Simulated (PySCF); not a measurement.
C3H3 (charge -1).
Cartesian coordinates in Å at the PBE0-D3(BJ)/def2-SVP level; atoms count from 1:
```xyz
6
C3H3 angstrom
C      2.2380    0.0046    0.0129
C      0.9881    0.0037    0.0001
C     -0.4739   -0.0001   -0.0114
H     -0.9077   -0.7274   -0.7321
H     -0.9222   -0.2596    0.9725
H     -0.9160    0.9828   -0.2851
```

Jobs on this species (6 atoms, 22 electrons) with PySCF (density fitting). Hardware of each: one thread, AMD EPYC 9R45 (x86_64), shared host. Times come from a shared host and carry two figures at best. Peak memory is the resident size of the whole Python process, interpreter and libraries included.

```tsv
level and settings	work	basis functions	SCF cycles	wall time	peak memory
delta-SCF UKS SCAN, pcX-2 on the ionised atom, pcseg-1 elsewhere, spin-free X2C	ΔSCF core ionisation, 3 holes	88	?	?	?
CAM-B3LYP/def2-SVPD	10 singlets by full TDDFT, 4 Tamm–Dancoff triplets, polarisability, ΔSCF ions	84	12	8.2 s	0.38 GiB
B3LYP/pcJ-1	spin–spin couplings from 6 perturbed nuclei	111	13	3.0 s	0.38 GiB
PBE0-D3(BJ)/def2-SVP, grid level 1	geometry optimisation from a GFN2-xTB start	57	24	2.5 s	0.26 GiB
KT3/pcSseg-2	shieldings	150	15	6.2 s	0.50 GiB
PBE0/pcSseg-1	shieldings, charges and field gradients	66	13	1.7 s	0.32 GiB
```

Q: Fill in the missing figures.

A: 
- delta-SCF UKS SCAN, pcX-2 on the ionised atom, pcseg-1 elsewhere, spin-free X2C; ΔSCF core ionisation, 3 holes: 5.5 s, 0.43 GiB, 55 SCF cycles

Q: What do all jobs in the table cost together?

A: About 27 s; the longest takes about 30 % of that, and about 4.8 times as long as the shortest.
